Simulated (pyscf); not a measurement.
Substitution at N: ammonia (NH₃) + H₂N–SiH•–Cl -> H₂N–SiH(NH₂)–Cl + H atom (H•)

Gas phase, doublet surface, charge 0. Bonds broken: N1–H4. Bonds formed: N1–Si2. PySCF, gas phase, ωB97X-D3(BJ)/def2-SVP geometries.

Transition state (Å):

```xyz
10

N      0.1745    -0.1396    -0.1646
Si    -1.3888    -1.1707    -0.1439
Cl    -2.5445     0.0334    -1.4079
H      0.4299     1.0284     0.3846
H      0.4326     0.0640    -1.1352
H      0.9500    -0.6833     0.2265
H     -1.8050    -2.5706    -0.4936
N     -1.7400    -1.0313     1.5302
H     -1.5955    -0.1533     2.0185
H     -2.4989    -1.5676     1.9363
```

One imaginary mode, 1884i cm⁻¹; descent along it reached the two sides named, in the forms told below.

```tsv
bond	change	reactant side (Å)	saddle	product side
N1–H4	breaks	1.021	1.316	3.3
N1–Si2	forms	2.548	1.873	1.714
```

Electronic energies relative to the separated reactants (eV):

| level | barrier | reaction energy | reverse barrier |
|---|---|---|---|
| ωB97X-D3(BJ)/def2-TZVP | 0.84 | -0.11 | 0.94 |
| PBE/def2-TZVP | 0.52 | +0.16 | 0.36 |
| r²SCAN/def2-TZVP | 0.54 | +0.08 | 0.46 |
| B3LYP-D3(BJ)/def2-TZVP | 0.66 | +0.11 | 0.55 |
| PBE0-D3(BJ)/def2-TZVP | 0.61 | +0.01 | 0.60 |
| M06-2X/def2-TZVP | 0.76 | -0.08 | 0.85 |
| ωB97M-D3(BJ)/def2-TZVP | 0.74 | -0.09 | 0.84 |
| HF/def2-TZVP | 1.51 | -0.20 | 1.71 |

With ωB97M-D3(BJ)/def2-TZVP energies and thermal terms (ideal gas, 1 atm, RRHO with modes under 100 cm⁻¹ raised to 100, one conformer, R ln 2 for chiral ones without a mode under 150 cm⁻¹), in eV:

```tsv
T (K)	ΔH‡	ΔG‡	ΔH	ΔG
298	0.62	1.11	-0.26	-0.10
600	0.64	1.60	-0.20	+0.04
900	0.68	2.07	-0.13	+0.14
1200	0.72	2.53	-0.07	+0.22
```

On the reactant side the descent ends in a complex, 0.26 eV under the separated species and 1.10 eV under the saddle at ωB97X-D3(BJ)/def2-TZVP. One saddle was located; it need not be the lowest between these sides. The angle at the attacked N is 130°.
